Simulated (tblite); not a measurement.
Species: vinyl phosphine, C2H5P.
Geometry (GFN2-xTB, Å), atoms numbered from 1 in this order:
```
atom  x, y, z in Å
C1     1.1916    0.1062    0.3167
C2     0.2081   -0.3347   -0.4505
P3    -1.5265   -0.5045    0.0630
H4     2.2132    0.1344   -0.0264
H5     1.0143    0.4568    1.3209
H6     0.4094   -0.7082   -1.4478
H7    -2.0213    0.4045   -0.8734
H8    -1.4798    0.4549    1.0729
```

All values are computed: GFN2-xTB (tblite) harmonic vibrations without scaling, gas phase. The method is semi-empirical: single wavenumbers can be off by several per cent or more. Modes of hydrogen on phosphorus can be 10 to 20 % off. One conformer, not necessarily the lowest.

Harmonic wavenumbers (cm⁻¹): 160.7, 334.7, 500.8, 697.7, 823.7, 852.9, 893.3, 1006.5, 1024.0, 1125.1, 1245.3, 1399.6, 1658.7, 2251.1, 2330.4, 3029.1, 3085.0, 3108.9.

A = 41178, B = 5543, C = 5056 MHz; mass 60.013 u (most abundant isotopes); point group C1, symmetry number 1.

Q: Zero-point energy?

A: ½Σν̃ = 12764 cm⁻¹ = 152.69 kJ/mol.

Q: Entropy at 298.15 K, 1 bar (ideal gas, RRHO, classical rotation)?

A: Translation 159.92, rotation 96.85, vibration 23.16: S = 279.9 J/(mol K).

Q: And Cp and H(298.15 K) − H(0)?

A: Cp = 69.17 J/(mol K), of which vibrations give 35.91 (their classical limit is 18 R = 149.7); H(298.15 K) − H(0) = 14.24 kJ/mol without the zero-point energy, 4.33 from vibrations.

Q: Which modes carry the vibrational entropy at 298.15 K?

A: 160.7 cm⁻¹: 10.63; 334.7 cm⁻¹: 5.18; 500.8 cm⁻¹: 2.75; 697.7 cm⁻¹: 1.29; 823.7 cm⁻¹: 0.79; 852.9 cm⁻¹: 0.70 J/(mol K); the other 12 give 1.82 together.

Q: How do the functions run with temperature in this model?

A: 
| T (K) | S (J/(mol K)) | Cp (J/(mol K)) | H − H(0) (kJ/mol) | G − H(0) (kJ/mol) | ln q(vib) |
| --- | --- | --- | --- | --- | --- |
| 150 | 241.4 | 46.5 | 5.75 | -30.46 | 0.29 |
| 250 | 268.5 | 61.2 | 11.11 | -56.01 | 0.77 |
| 400 | 302.5 | 85.1 | 22.12 | -98.90 | 1.68 |
| 600 | 341.9 | 109.3 | 41.70 | -163.44 | 3.08 |
| 900 | 391.1 | 133.1 | 78.36 | -273.65 | 5.27 |

q(vib) and H(0) count from the zero-point level.

Q: What must be added to the electronic energy to get the Gibbs energy at 298.15 K and 1 bar?

A: ZPE + [H(298.15 K) − H(0)] − T·S = 152.69 + 14.24 − 83.46 = 83.47 kJ/mol.

Hindered rotation and anharmonicity are outside this model. Other conformers, if any are populated, would add a mixing term that is left out. The structure is chiral; the term R ln 2 for an equal mix with its mirror image is left out.
